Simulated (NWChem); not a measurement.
## Predicting a hybrid from its neighbours: C2H4F2 (1,1-difluoroethane)

C2H4F2 has 8 atoms, charge 0, and is taken as a singlet. As SMILES, `CC(F)F`. The coordinates come from a PBE0-D4/def2-TZVP relaxation.

The dipole moment y, in D, basis 6-311+G(d,p); a is the functional's share of exact exchange. Programs: NWChem 7.3.0.

| functional | program | a | y (D) |
| --- | --- | --- | --- |
| BLYP | NWChem | 0 | 2.31 |
| r2SCAN | NWChem | 0 | 2.35 |
| B3LYP | NWChem | 0.2 | ? |
| PBE0 | NWChem | 0.25 | 2.40 |
| BHLYP | NWChem | 0.5 | 2.54 |

Task: Fit y = c + s·a to the known rows and predict B3LYP.

Result: 
1. Means of the 4 rows: a = 0.1875, y = 2.400.
2. Σ(Δa)² = 0.17188, Σ(Δa·Δy) = 0.07, so the slope is 0.07/0.17188 = 0.40726.
3. Intercept: 2.400 − (0.40726) × 0.1875 = 2.324. The largest residual of the fit is 0.026.
4. B3LYP: 2.324 + (0.40726) × 0.2 = 2.41 D.

The run gave 2.42 D, so the prediction is off by -0.01 D, within the scatter of the fit. More exact exchange makes the molecule more polar here. The measured value is 2.27 D (NIST CCCBDB).
